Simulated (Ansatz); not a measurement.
One crystal and one scan (energy against volume) at two levels, PBE (plane waves to 420 eV, PAW, scalar-relativistic; Ansatz, a quantum-chemistry and plane-wave program) and r2SCAN (plane waves to 500 eV, PAW, scalar-relativistic; Ansatz), each from its own relaxed cell and on its own mesh. The cell shown is that of PBE.

InP (zinc blende)

```
CELL_PARAMETERS angstrom
      0.00000     2.97990     2.97990
      2.97990     0.00000     2.97990
      2.97990     2.97990     0.00000
ATOMIC_POSITIONS crystal
  P  0.75000 0.75000 0.75000
  In 0.00000 0.00000 0.00000
```

The volume is varied about the relaxed value V₀ at fixed cell shape. Symmetry pins the atoms to their sites.

The energy includes the smearing's −TS. InP was relaxed with its symmetry unable to fall. The PAW data are Ansatz's earlier set. Both scans cover V/V₀ from 0.840 to 1.160.

ΔE (meV/atom), each from the relaxed starting cell of its own level:

```tsv
V/V₀	PBE	r2SCAN
0.840	174.4	193.5
0.880	90.0	100.1
0.920	36.8	41.1
0.960	8.5	9.5
1.000	0.0	0.0
1.040	7.3	8.1
1.080	27.1	withheld
1.120	56.6	63.8
1.160	94.0	106.1
```

Estimate the r2SCAN value at 1.080 from the PBE value there and the ratio of the two levels in the two nearest given rows on that side of the minimum.

At 1.040 and 1.120 the ratio r2SCAN/PBE averages 1.118, which gives 1.118 × 27.1 = 30.3 meV/atom. The calculation gives 30.3 meV/atom, +11.8 % against PBE.

(Under strain, the slope of the energy per volume gives the stress and its curvature an elastic modulus.)
